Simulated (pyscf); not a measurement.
## Addition across a multiple bond or ene-type step: `[CH2][CH2][CH]=[O]` [doublet] + `[OH2]` → `[CH2][CH2][CH2][O][OH]` [doublet]

Gas phase, doublet surface, charge 0. Bonds broken: O5–H10. Bonds formed: C3–H10, O4–O5. Structures and frequencies: ωB97X-D3(BJ)/def2-SVP in PySCF.

Transition state (Å):

```xyz
12

C      0.5622     0.8080    -0.0620
C     -0.7260     1.3003     0.5035
C     -1.7368     0.1804     0.7568
O     -1.9333    -0.6947    -0.1887
O     -0.9943    -1.9569     0.8140
H      0.7234    -0.2635    -0.2020
H      1.3484     1.5136    -0.3419
H     -1.1909     2.0451    -0.1745
H     -0.5657     1.8458     1.4550
H     -1.1746    -0.6912     1.4778
H     -2.6405     0.4418     1.3471
H     -0.7569    -2.9086     0.7776
```

One imaginary mode, 1733i cm⁻¹; descent along it reached the two sides named, in the forms told below.

```csv
bond,change,reactant side (Å),saddle,product side
O5–H10,breaks,0.971,1.441,2.413
C3–H10,forms,3.0,1.263,1.105
O4–O5,forms,2.9,1.866,1.434
```

Electronic energies relative to the separated reactants (kcal/mol):

```
level                   barrier  reaction energy
----------------------  -------  ---------------
ωB97X-D3(BJ)/def2-TZVP    112.7            +51.6
PBE/def2-TZVP              94.9            +50.8
r²SCAN/def2-TZVP          100.6            +51.3
B3LYP-D3(BJ)/def2-TZVP    106.2            +53.6
PBE0-D3(BJ)/def2-TZVP     106.9            +50.6
M06-2X/def2-TZVP          115.6            +51.7
ωB97M-D3(BJ)/def2-TZVP    111.6            +53.6
HF/def2-TZVP              151.2            +64.9
```

With ωB97M-D3(BJ)/def2-TZVP energies and thermal terms (ideal gas, 1 atm, RRHO with modes under 100 cm⁻¹ raised to 100, one conformer, R ln 2 for chiral ones without a mode under 150 cm⁻¹), in kcal/mol:

```json
[
 {"T (K)": "298", "ΔH‡": "109.1", "ΔG‡": "120.3", "ΔH": "+56.1", "ΔG": "+67.8"},
 {"T (K)": "600", "ΔH‡": "109.3", "ΔG‡": "131.6", "ΔH": "+56.1", "ΔG": "+79.7"},
 {"T (K)": "900", "ΔH‡": "110.0", "ΔG‡": "142.7", "ΔH": "+56.8", "ΔG": "+91.4"},
 {"T (K)": "1200", "ΔH‡": "110.9", "ΔG‡": "153.4", "ΔH": "+57.8", "ΔG": "+102.8"}
]
```

On the reactant side the descent ends in a complex (not fully relaxed), 6.2 kcal/mol under the separated species and 118.9 kcal/mol under the saddle at ωB97X-D3(BJ)/def2-TZVP. The same reactants have a lower exit, to H₂C=CH₂ + •HC=O + H₂O (no saddle counted: cutting one bond, which may have a small barrier of its own, costs +19.8 kcal/mol at ωB97M-D3(BJ), against +111.6 kcal/mol here). •H₂C–CH₂–CH=O lies 15.1 kcal/mol over its isomer H₃C–CH₂–C•=O (electronic energy, ωB97M-D3(BJ)). •H₂C–CH₂–CH₂–O–OH lies 68.8 kcal/mol over its isomer H₃C–C•(OH)–CH₂–OH (electronic energy, ωB97M-D3(BJ)). This is the saddle that the search found; another between the same sides may lie lower.
